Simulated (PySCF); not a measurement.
The vertical singlet excitations below were computed for one of the candidates. Theory: PySCF, TDDFT CAM-B3LYP/def2-SVPD, vertical, gas phase, core orbitals frozen in the response. Geometries: PBE0-D3(BJ)/def2-SVP, one conformer each.

```tsv
state	E (eV)	f
S1	6.35	0.0038
S2	6.56	0.0075
S3	6.77	0.0041
S4	6.84	0.0027
S5	7.48	0.026
S6	7.59	0.024
S7	7.76	0.065
S8	7.94	0.013
S9	8.11	0.044
S10	8.32	0.037
```

Triplets computed (Tamm–Dancoff): 5.35, 5.82, 5.86, 6.19 eV.

Orbital energies (eV): HOMO-3 -11.97, HOMO-2 -9.36, HOMO-1 -9.32, HOMO -8.61, LUMO 1.19, LUMO+1 1.90, LUMO+2 2.00.

Question: Which structure fits? All have the formula C4H7N.
A. `C#C[C@@H](C)N`
B. `N(=C)C1CC1`
C. `C1CCCN=1`
D. `C=C/C=N\C`

Answer: A. Its S1, at 6.35 eV, is the highest among the candidates; the nearest of the others has S1 at 5.46 eV. S1 is HOMO→LUMO (50%), HOMO→LUMO+1 (20%). Löwdin shares by element: HOMO nitrogen 49%, carbon 22% or more, hydrogen 8% or more (atoms not listed hold the other 22%); LUMO carbon 26% or more, hydrogen 24% or more (atoms not listed hold the other 50%). At the same level the other candidates give, for their lowest levels:
- `C=NC1CC1`: 5.08 eV (f 0.001); 6.83 eV (f 0.370); 7.57 eV (f 0.012); 7.58 eV (f 0.040); 7.70 eV (f 0.002); T1 4.26 eV; HOMO -8.83, LUMO 0.84 eV
- `C1=NCCC1`: 5.46 eV (f 0.002); 7.30 eV (f 0.028); 7.41 eV (f 0.165); 7.69 eV (f 0.002); 8.26 eV (f 0.007); T1 4.61 eV; HOMO -8.87, LUMO 1.20 eV
- `C=C/C=N\C`: 4.17 eV (f 0.001); 5.94 eV (f 0.556); 7.11 eV (f 0.006); 7.32 eV (f 0.001); 7.39 eV (f 0.037); T1 3.32 eV; HOMO -8.48, LUMO -0.37 eV

The values belong to the conformer `[CH:1]#[C:2][C@@H:3]([CH3:4])[NH2:5]`: H–N5–C3–C2 56°, H–N5–C3–C2 173°.
